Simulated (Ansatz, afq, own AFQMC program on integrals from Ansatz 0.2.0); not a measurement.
HClO, triplet in cc-pVTZ, levels against CCSDT(Q)

| atom | x (Å) | y (Å) | z (Å) |
| --- | --- | --- | --- |
| Cl | 0.0000 | 0.0000 | -1.5947 |
| H | 0.0000 | 0.0000 | 0.3023 |
| O | 0.0000 | 0.0000 | 1.2923 |

Connectivity, by distances: Cl ··· OH.

Basis cc-pVTZ. Noble-gas cores (and the filled d shells of Ga–Kr and In–Xe) are frozen. Ansatz 0.2.0 and our own AFQMC program on the same integrals; the CISD trial comes from CCSD amplitudes, and released means the phaseless constraint is let go. Error bars are statistical, one sigma.

Determinant: UHF, the one that the program's search chose, which needn't be the lowest solution. The geometry is a point of a scan.

No full CI on the walks' own integrals is used here; CCSDT(Q) serves as the reference and is uncertain by about the last step of the cluster series.

Cautions: lower spins were not checked; the released energies are still falling, so no released level is given (meV from the phaseless value at times in 1/Eh: -23 ± 3 at 0.24, -34 ± 5 at 0.51, -42 ± 5 at 0.99, -98 ± 50 at 1.62, -332 ± 292 at 2.40), though the last usable value meets CCSDT(Q) within the noise.

The T1 diagnostic is 0.0116, the weight of the determinant in the CISD state is 0.885 and the ⟨S²⟩ of the determinant is 2.015. The size of the correlated space is 14 electrons in 72 orbitals.

Reference: CCSDT(Q), correlation energy -11.239 eV.

| level | E − E(reference) (meV) | share of correlation (%) |
| --- | --- | --- |
| HF | 11238.6 | 0.00 |
| MP2 | 1328.6 | 88.18 |
| CCSD | 361.0 | 96.79 |
| CCSD(T) | 45.1 | 99.60 |
| CCSDT | 14.2 | 99.87 |
| ph-AFQMC/CISD | 32.6 ± 3.1 | 99.71 |

A walk keeps the symmetry of its determinant, which the program's search chose and which needn't be the lowest solution, so a lower state of the same spin and another symmetry isn't excluded.
